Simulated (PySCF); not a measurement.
Species: 1,2,4-thiadiazole, C2H2N2S.
Numbering: `[cH:1]1[n:2][cH:3][s:4][n:5]1` (hydrogens: H6 on C1; H7 on C3)

Computed, not measured: core-valence-separated Tamm–Dancoff BHandHLYP/aug-pcX-1 (pcseg-1 on H, def2-SVPD on S) in PySCF, non-relativistic, gas phase, PBE0-D3(BJ)/def2-SVP geometry. No empirical shift is added; at this level the pattern usually sits a few eV under experiment.

**Question.** Give energies, oscillator strengths and core holes at the C K edge.

**Answer.** 
```tsv
E (eV)	f	core hole on	main final orbital	polarisation
283.44	0.0679	C3	LUMO (83 %)	out of plane
283.97	0.0672	C1	LUMO (48 %)	out of plane
286.96	0.0082	C1	LUMO (50 %)	out of plane
287.13	0.0283	C3	LUMO+1 (54 %)	in plane
287.82	0.0109	C1	LUMO+1 (50 %)	in plane
287.96	0.0242	C3	LUMO+2 (48 %)	in plane
288.09	0.0157	C1	LUMO+2 (52 %)	in plane
288.57	0.0001	C3	LUMO+4 (63 %)	–
288.69	0.0163	C3	spread	in plane
289.06	0.0024	C1	LUMO+2 (33 %)	in plane
289.44	0.0026	C3	LUMO+7 (37 %)	in plane
```

The first line with a tenth or more of the strongest one's intensity is at 283.44 eV (f = 0.068), with the hole on C3 (aromatic CH next to a ring nitrogen), polarised out of plane: a 1s→π* resonance. It is also the strongest listed.

**Question.** List the nitrogen K-edge absorption lines.

**Answer.** 
```
E (eV)       f  core hole on  main final orbital  polarisation
396.98  0.0499            N2         LUMO (53 %)  out of plane
397.03  0.0597            N5         LUMO (74 %)  out of plane
399.11  0.0443            N5       LUMO+1 (41 %)      in plane
399.81  0.0087            N2         LUMO (45 %)  out of plane
401.04  0.0111            N2       LUMO+1 (70 %)      in plane
401.52  0.0014            N5       LUMO+4 (50 %)  out of plane
401.54  0.0012            N2       LUMO+2 (74 %)      in plane
402.12  0.0034            N5       LUMO+2 (47 %)      in plane
402.34  0.0006            N2       LUMO+3 (62 %)             –
402.37  0.0069            N5              spread      in plane
402.63  0.0024            N2       LUMO+5 (63 %)      in plane
```

The first line with a tenth or more of the strongest one's intensity is at 396.98 eV (f = 0.050), with the hole on N2 (pyridine-type nitrogen), polarised out of plane: a 1s→π* resonance. The strongest listed is at 397.03 eV (f = 0.060; N5, 1s→π*).

Roots within 0.03 eV whose holes lie on the same, on equivalent or on shared atoms are summed into one line, and the highest roots are left out, as the search may have cut off their partners. Final orbitals are the ground state's empty Kohn–Sham orbitals. A dash: too weak, shared between unlike atoms, or no plane or axis to refer to.

**Question.** What length of transition dipole belongs to the line at 287.96 eV?

**Answer.** From f = (2/3) ΔE |μ|² in atomic units, with ΔE = 10.582 Eh and f = 0.0242: |μ| = 0.059 au = 0.15 D.

The ionisation thresholds weren't computed; near and above them a finite basis only mimics Rydberg series and continuum.
